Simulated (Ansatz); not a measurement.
Run this with Ansatz's Python interface and show what comes out.

Input file `input.yaml`:
```yaml
crystal:
  periodic: [false, false, false]
  atoms:
    - { symbol: C, position_ang: [2.2759, 0.1515, -0.0518] }
    - { symbol: C, position_ang: [0.9264, 0.0216, 0.6258] }
    - { symbol: O, position_ang: [-0.0824, -0.0118, -0.3817] }
    - { symbol: C, position_ang: [-1.3828, -0.1477, 0.1825] }
    - { symbol: C, position_ang: [-2.3529, -0.125, -0.9719] }
    - { symbol: S, position_ang: [-3.6843, 0.8915, -0.9993] }
    - { symbol: H, position_ang: [2.3172, 1.063, -0.6573] }
    - { symbol: H, position_ang: [3.0821, 0.1812, 0.6866] }
    - { symbol: H, position_ang: [2.4491, -0.69, -0.7307] }
    - { symbol: H, position_ang: [0.8919, -0.9017, 1.2144] }
    - { symbol: H, position_ang: [0.7587, 0.8775, 1.2886] }
    - { symbol: H, position_ang: [-1.4647, -1.1205, 0.679] }
    - { symbol: H, position_ang: [-1.5786, 0.6583, 0.8972] }
    - { symbol: H, position_ang: [-2.1555, -0.8479, -1.7815] }
basis:
  gaussian: { orbitals: def2-SVP }
correlation:
  method: mp2
output:
  forces: true
```

The script, `deck.py`:
```python
import logging
import sys

import ansatz as az
import numpy as np
import pandas as pd

logging.basicConfig(stream=sys.stdout, format="[%(levelname)s] %(message)s")
logger = logging.getLogger("run")
logger.setLevel(logging.INFO)

session = az.Session.from_deck("input.yaml")
data = session.plan(threads=1).execute().report

logger.info("reference energy %16.6f eV" % data["reference_energy_ev"])
logger.info("total energy     %16.6f eV" % data["free_energy_ev"])
print("occupied orbitals outside the frozen core (up, down):", data["n_occupied"], " frozen:", data["n_frozen"], " virtual:", data["n_virtual"])
symbols = ["C", "C", "O", "C", "C", "S", "H", "H", "H", "H", "H", "H", "H", "H"]
print("correlation energy", round(data["free_energy_ev"] - data["reference_energy_ev"], 5), "eV")
cluster = data["correlation"].get("coupled_cluster")
if cluster:
    print("cycles", cluster["cycles"], " T1 diagnostic", round(cluster["t1_diagnostic"], 4), " largest double", round(cluster["largest_double"], 4))
state = data["mean_field"]["state"]
logger.info(f"mean field: {state['energy']['hartree']:.7f} Ha, <S^2> = {abs(state['spin_squared']):.4f}, stability: {state.get('stability', {}).get('kind')}")

forces = np.array(data["forces_ev_ang"])
print("largest force", round(float(np.linalg.norm(forces, axis=1).max()), 4), "eV/A, rms", round(float(np.sqrt((forces ** 2).mean())), 4))
charges = data["charge_distribution"]
table = pd.DataFrame({"atom": symbols, "mulliken": charges["mulliken_charges_e"], "lowdin": charges["lowdin_charges_e"]})
print(table.round(3).to_string())
print("dipole (e A):", np.round(charges["dipole_moment_e_ang"], 4) + 0.0)
```

Output of `python deck.py`:
```text
[INFO] reference energy    -17093.510970 eV
[INFO] total energy        -17117.161374 eV
occupied orbitals outside the frozen core (up, down): [18, 18]  frozen: 10  virtual: [100, 100]
correlation energy -23.6504 eV
[INFO] mean field: -628.1749418 Ha, <S^2> = 0.0000, stability: minimum
largest force 2.2758 eV/A, rms 0.5749
   atom  mulliken  lowdin
0     C    -0.073   0.001
1     C     0.162   0.043
2     O    -0.471  -0.013
3     C     0.263   0.014
4     C    -0.136  -0.193
5     S    -0.049   0.205
6     H     0.048   0.006
7     H     0.037   0.008
8     H     0.045   0.005
9     H     0.012  -0.022
10    H     0.017  -0.021
11    H     0.029  -0.011
12    H     0.027  -0.021
13    H     0.090  -0.002
dipole (e A): [ 0.2841 -0.2107  0.3058]
```

Notes:
- Total energies depend on the basis set; only differences at equal settings carry meaning.
- The geometry is a force-field or estimated start, not a minimum of this method, and the basis set is short of its limit.
- The Löwdin charges here are taken after orthogonalising the functions within each atom; they differ from plain Löwdin charges, and their signs can be unphysical.
- Hardware and time: 8.4 s on 1 thread of Arm Neoverse V2, on a shared host, peak memory 0.45 GiB.

(Lines on the test bed's own set-up are left out of the output.)
